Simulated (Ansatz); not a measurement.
```yaml
crystal:
  periodic: [false, false, false]
  atoms:
    - {symbol: Ti, position_ang: [0.000000, 0.000000, -0.043807]}
    - {symbol: O, position_ang: [0.000000, 0.000000, 1.647801]}
    - {symbol: H, position_ang: [0.000000, 0.000000, -1.603994]}
basis:
  gaussian: {orbitals: def2-TZVP}
magnetization: {spin_polarized: true, initial_magnetization: 3}
hamiltonian: {xc: pbe0}
relax: {f_tol: 0.004, max_steps: 80}
```

```sh
$ ansatz run in.yaml --threads 1 --pin off --events-out ev --progress --plain --max-ram 2176MiB
```

Steps of the relaxation (energy above the last step; positions in Å, forces in eV/Å):

```
3
step 1, 384.2 meV
Ti    0.000    0.000   -0.044    0.000    0.000    2.152
O     0.000    0.000    1.648    0.000    0.000    1.044
H     0.000    0.000   -1.604    0.000    0.000   -3.196
```

```
3
step 2, 38.9 meV
Ti    0.000    0.000    0.011    0.000    0.000    0.544
O     0.000    0.000    1.719    0.000    0.000    0.237
H     0.000    0.000   -1.729    0.000    0.000   -0.781
```

```
3
step 3, 1.5 meV
Ti    0.000    0.000    0.041    0.000    0.000    0.236
O     0.000    0.000    1.754    0.000    0.000   -0.188
H     0.000    0.000   -1.795    0.000    0.000   -0.049
```

```
3
step 5, 0.0 meV
Ti    0.000    0.000    0.050    0.000    0.000    0.002
O     0.000    0.000    1.752    0.000    0.000    0.000
H     0.000    0.000   -1.802    0.000    0.000   -0.002
```

Close pairs at the end: Ti1–O2 1.702 Å, Ti1–H3 1.852 Å.

A stationary point of unrestricted PBE0 after 5 steps, with ⟨S²⟩ = 3.759 against 3.75 for a pure state; no frequencies were run, so it isn't proven a minimum. 55 s on 1 thread of Arm Neoverse V1, shared host.
